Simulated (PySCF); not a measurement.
## LiSi at UHF-CCSD(T)

Computed with UHF-CCSD(T); basis Li def2-SVPD, Si def2-SVPD; no relativity; PySCF 2.14.

```
state                          : ⁴Σ⁻ (quartet), unpaired electrons σ ↑, π ↑↑
bond length                    : 0.2395 nm
harmonic wavenumber            : 442 cm⁻¹
force constant                 : 0.647 mdyn/Å
rotational constant Be         : 0.5237 cm⁻¹
anharmonicity ωexe             : 3.20 cm⁻¹
vibration–rotation constant αe : 0.00604 cm⁻¹
well depth De to Li + Si       : 162 kJ/mol
dissociation energy D0         : 160 kJ/mol
```

Correlated steps freeze 5 core orbitals. Correlated levels converge slowly with the basis: in double zeta they bind strong bonds too weakly, by up to about 1 eV, and carry superposition errors of some tenths. The state was picked by a PBE0 search and need not be the measured ground state.
